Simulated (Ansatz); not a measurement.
# H5NSi: the cost of one run

Computed with Ansatz 0.2.0, Gaussian basis. Level: PBE0-D4/def2-TZVP structures, single points in def2-TZVPP, no counterpoise correction.

Levels: SPW92, PBE-D4, BLYP-D4, r2SCAN-D4, B97M-V, PBE0-D4, B3LYP-D4, r2SCAN0-D4, BHLYP-D4, CAM-B3LYP-D4, wB97X-V, wB97M-V, B2PLYP, PBE-QIDH, RPA on PBE, Hartree-Fock, MP2, CCSD, CCSD(T).

Correlated methods freeze the cores. B3LYP uses VWN-RPA correlation. B2PLYP carries no dispersion term here.

94 further runs of the same task are left out: 94 set aside as unsound or not needed.

## 1. The system as given

The complex: 12 atoms, charge 0, spin multiplicity 1.

Atoms are counted from 1 here; the program's logs count them from 0.

Bond lengths: Si1–N2 1.722 Å, Si1–H3 1.494 Å, Si1–H4 1.485 Å, Si1–H5 1.485 Å, N2–H8 1.008 Å, N2–H9 1.008 Å, H6–C7 1.090 Å, C7–H10 1.090 Å, C7–H11 1.090 Å, C7–H12 1.090 Å. Angles: N2–Si1–H3 115.7°, N2–Si1–H4 107.9°, N2–Si1–H5 107.8°, H3–Si1–H4 107.4°, H3–Si1–H5 107.4°, H4–Si1–H5 110.5°, Si1–N2–H8 119.3°, Si1–N2–H9 119.3°, H8–N2–H9 110.5°, H6–C7–H10 109.6°, H6–C7–H11 109.4°, H6–C7–H12 109.8°, H10–C7–H11 109.3°, H10–C7–H12 109.4°, H11–C7–H12 109.3°.

As a file:

```xyz
12

Si   -1.43183   -0.15839    1.02860
N     0.12874   -0.49943    1.67233
H    -2.56901   -0.27002    1.99091
H    -1.41841    1.23515    0.51476
H    -1.68790   -1.11817   -0.07579
H     1.21820    0.09712   -0.83220
C     1.21446    0.42186   -1.87289
H     0.36523   -1.44802    1.91636
H     0.54549    0.14660    2.32373
H     1.41300    1.49250   -1.92266
H     0.23913    0.21550   -2.31386
H     1.98300   -0.11472   -2.42927
```

Its parts: SiNH5 holds atoms 1, 2, 3, 4, 5, 8, 9; CH4 holds atoms 6, 7, 10, 11, 12. Each part counts its atoms afresh in its own runs.

## 2. Relaxing SiNH5 alone

relax-a/in.yaml

```yaml
crystal:
  periodic: [false, false, false]
  atoms:
    - {symbol: Si, position_ang: [-1.431832, -0.158390, 1.028598]}
    - {symbol: N, position_ang: [0.128744, -0.499430, 1.672326]}
    - {symbol: H, position_ang: [-2.569010, -0.270018, 1.990912]}
    - {symbol: H, position_ang: [-1.418414, 1.235154, 0.514764]}
    - {symbol: H, position_ang: [-1.687900, -1.118167, -0.075792]}
    - {symbol: H, position_ang: [0.365225, -1.448015, 1.916355]}
    - {symbol: H, position_ang: [0.545493, 0.146599, 2.323729]}
basis:
  gaussian: {orbitals: def2-TZVP}
hamiltonian: {xc: pbe0, dispersion: d4}
relax: {f_tol: 0.005, max_steps: 200}
```

Run with:

```
$ ansatz run in.yaml --threads 4 --pin off --events-out ev --progress --plain --max-ram 9574MiB
```

**Question.** How long does this run take on 4 threads of Arm Neoverse V1, shared host?

About 3.4 s.
